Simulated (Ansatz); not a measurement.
Geometry optimisation, Ansatz 0.2.0, RKS PBE-D4/def2-SVP.

Input:

```yaml
crystal:
  periodic: [false, false, false]
  atoms:
    - { symbol: O, position_ang: [1.2575, -2.7879, -0.1322] }
    - { symbol: P, position_ang: [0.1871, -1.9512, 0.8198] }
    - { symbol: "N", position_ang: [0.3293, -0.4609, -0.0585] }
    - { symbol: C, position_ang: [-0.4612, 0.4496, 0.1887] }
    - { symbol: C, position_ang: [-0.4815, 1.7648, -0.513] }
    - { symbol: Cl, position_ang: [-1.984, 1.9867, -1.4179] }
    - { symbol: H, position_ang: [1.5245, -2.0977, -0.8249] }
    - { symbol: H, position_ang: [1.1227, -1.6675, 1.8843] }
    - { symbol: H, position_ang: [-1.361, 0.3057, 0.9517] }
    - { symbol: H, position_ang: [-0.4261, 2.5653, 0.2786] }
    - { symbol: H, position_ang: [0.358, 1.8359, -1.1559] }
basis:
  gaussian: { orbitals: def2-SVP }
hamiltonian:
  xc: pbe
  dispersion: d4
relax:
  f_tol: 0.015
  max_steps: 40
```

Command:

```bash
$ ansatz run input.yaml --threads 2 --pin off --max-ram 3072MiB --backend cpu --events-out ev --progress --plain --runs-dir out
```

Q: Where does it end, and by what steps?

A: The run converged. After 13 steps the energy has fallen by 0.432 eV; H7 moved furthest, 0.57 Å.

```
step  energy less start (eV)  largest force component (eV/Å)  accepted
   0                  0.0000                           4.082       yes
   1                 -0.3168                           0.961       yes
   2                 -0.3754                           1.203       yes
   3                 -0.3741                           1.090        no
   4                 -0.4196                           0.374       yes
   5                 -0.4210                           0.183       yes
   6                 -0.4283                           0.068       yes
   7                 -0.4296                           0.123       yes
   8                 -0.4309                           0.038       yes
   9                 -0.4315                           0.036       yes
  10                 -0.4320                           0.042       yes
  11                 -0.4321                           0.032       yes
  12                 -0.4323                           0.018       yes
  13                 -0.4323                           0.012       yes
```

```xyz
11
Properties=species:S:1:pos:R:3
O 1.244 -2.859 -0.253
P 0.188 -2.037 0.733
N 0.255 -0.459 -0.046
C -0.602 0.459 0.195
C -0.510 1.788 -0.499
Cl -2.113 2.230 -1.206
H 1.978 -2.273 -0.535
H 1.076 -1.603 1.809
H -1.454 0.362 0.914
H -0.242 2.592 0.217
H 0.244 1.744 -1.307
```

Whether the end is a true minimum wasn't checked by a vibrational analysis.

The run took 72 s on 2 threads of Intel(R) Xeon(R) Processor @ 2.50GHz (Skylake/Cascade Lake), on a shared host, peak memory 0.19 GiB.
